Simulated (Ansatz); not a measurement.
**Reading a saddle point**

A first-order saddle point of SiNH₈F, closed shell, PBE0-D4/def2-TZVP, with one imaginary mode of 526i cm⁻¹:

```xyz
11
angstrom
Si -0.6497 0.8761 -1.1071
H -0.2141 -0.6898 -0.7800
H -0.9058 0.2642 -2.4755
H 0.6722 1.5347 -1.3192
H -1.8067 1.8323 -1.1446
H 0.3414 -0.1152 1.6125
F -0.7194 0.9830 0.6309
H 0.3315 -0.9418 0.1837
N 0.7609 -0.9942 1.2834
H 1.7738 -0.9581 1.3098
H 0.4160 -1.7912 1.8061
```

Ansatz 0.2.0; basis: def2-TZVPP and def2-QZVPP; cores frozen in the correlated methods. Extrapolation: Hartree–Fock as exp(−7.88 √X), correlation as X^−2.97.

Problem. Which contacts change along the imaginary mode, and what lies on either side? (A judgement: the text doesn't fix the answer.)

Solution. The calculation gives: The step is SiH₄ + NH₃ + HF → SiH₃F ([F][SiH3]) + NH₃ + H₂, with the molecules in contact on both sides. Shortening one way: Si1–F7, H2–H8, H6–N9; lengthening the same way: Si1–H2, H6–F7, H8–N9.
| pair | one side (Å) | saddle (Å) | other side (Å) |
| --- | --- | --- | --- |
| Si1–F7 | 3.01 | 1.74 | 1.61 |
| H2–H8 | 2.67 | 1.14 | 0.75 |
| H6–N9 | 1.61 | 1.03 | 1.01 |
| Si1–H2 | 1.49 | 1.66 | 4.03 |
| H6–F7 | 0.97 | 1.82 | 2.50 |
| H8–N9 | 1.01 | 1.18 | 2.75 |

Problem. Which side is lower, and how far does the saddle lie above each? (To be estimated.)

Solution. By the calculation: The side with Si1–F7, H2–H8, H6–N9 short is lower by 0.645 eV; the saddle lies 1.899 eV above it and 1.254 eV above the other (CCSD(T) at an estimated basis limit (MP2 extrapolated from triple and quadruple zeta, plus CCSD(T) − MP2 in triple zeta); electronic energies).

The T1 diagnostic stays at or below 0.012.

Labels in which every atom is bracketed show which atoms are joined, not bond orders.

For scale, one of the runs: CCSD(T)/def2-TZVPP, 216 basis functions, launched by `ansatz run in.yaml --threads 4 --pin off --events-out ev --progress --plain --max-ram 9574MiB`. The run took 17 s on 4 CPU threads of an Intel Xeon 6975P-C (shared host), with 3.5 GiB of host memory at its peak.
